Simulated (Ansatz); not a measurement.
# BS+ (triplet): from Hartree-Fock to the top rungs at distance B1–S2 = 1.703 Å, cc-pVTZ

How much of the correlation energy of BS+ (triplet) does each wave-function method recover here?

Method: cc-pVTZ, core rule «outside noble gas», up to 6 orbitals frozen; program: Ansatz 0.2.0, Gaussian basis.

The runs, in order: UHF; CCSD(T) on ROHF; CCSD(T) on UHF; BCCD(T) on ROHF; CISD; CCSDT(Q) on ROHF; CCSDT(Q) on UHF; CASSCF and MRCISD+Q, 4 electrons in 4 orbitals; CASSCF and NEVPT2, 4 electrons in 4 orbitals; CASSCF and MRCISD+Q, 8 electrons in 8 orbitals; CASSCF and NEVPT2, 8 electrons in 8 orbitals.

13 further runs of the same task are left out: 1 for a mislabelled method, 10 that didn't finish, 2 set aside as unsound or not needed.

## 1. The system

The geometry derives from a PBE0/def2-TZVP stationary point (not a proven minimum). One bond is set to the value named and the two fragments are kept rigid.

2 atoms, charge 1, spin multiplicity 3.

Atoms are counted from 1 here; the program's logs count them from 0.

Bond lengths: B1–S2 1.703 Å.

## 2. UHF

in.yaml

```yaml
crystal:
  periodic: [false, false, false]
  atoms:
    - {symbol: B, position_ang: [0.000000, 0.000000, 0.000000]}
    - {symbol: S, position_ang: [0.000000, 0.000000, 1.703300]}
basis:
  gaussian: {orbitals: cc-pVTZ}
total_charge: 1
magnetization: {spin_polarized: true, initial_magnetization: 2}
hamiltonian: {xc: hf}
output: {orbitals: {seedname: orbitals}}
```

Run with:

```console
ansatz run in.yaml --threads 1 --pin off --events-out ev --progress --plain --max-ram 2393MiB
```

The runs that follow: CCSD(T) on ROHF; CCSD(T) on UHF; BCCD(T) on ROHF; CISD; CCSDT(Q) on ROHF; CCSDT(Q) on UHF; CASSCF and MRCISD+Q, 4 electrons in 4 orbitals; CASSCF and NEVPT2, 4 electrons in 4 orbitals; CASSCF and MRCISD+Q, 8 electrons in 8 orbitals; CASSCF and NEVPT2, 8 electrons in 8 orbitals.

Q: Predict the results of all the runs planned. Wanted: UCCSDT(Q) below the RHF energy; RMP2 from UCCSDT(Q); UMP2 from UCCSDT(Q); RCCSD from UCCSDT(Q); RCCSD(T) from UCCSDT(Q); UCCSD(T) from UCCSDT(Q); RCCSDT(Q) from UCCSDT(Q); NEVPT2 pair from UCCSDT(Q); MRCISD+Q pair from UCCSDT(Q).

**Answer**, as computed:

| quantity | value |
| --- | --- |
| UCCSDT(Q) below the RHF energy | -6.0739 eV |
| RMP2 from UCCSDT(Q) | +24.82 kcal/mol |
| UMP2 from UCCSDT(Q) | +25.50 kcal/mol |
| RCCSD from UCCSDT(Q) | +8.61 kcal/mol |
| RCCSD(T) from UCCSDT(Q) | +1.45 kcal/mol |
| UCCSD(T) from UCCSDT(Q) | +1.48 kcal/mol |
| RCCSDT(Q) from UCCSDT(Q) | +0.09 kcal/mol |
| NEVPT2 pair from UCCSDT(Q) | +24.47 kcal/mol |
| MRCISD+Q pair from UCCSDT(Q) | +2.76 kcal/mol |
| NEVPT2 valence from UCCSDT(Q) | +21.30 kcal/mol |
| levels within 1 kcal/mol (43 meV) | RCCSDT, UCCSDT, RCCSDT(Q) |
| T1 diagnostic | 0.029 |
| effectively unpaired electrons | 2.03 |

**Reading.** RCCSD(T) lands +1.45 kcal/mol from the yardstick (1.0 % of the correlation energy). One determinant dominates. Of the multireference levels listed MRCISD+Q valence comes nearest in total energy (+1.01 kcal/mol), which doesn't show that its space is the better one. These misses are within one basis, not against nature; the frozen cores of restricted and unrestricted runs differ, which can shift their rows.
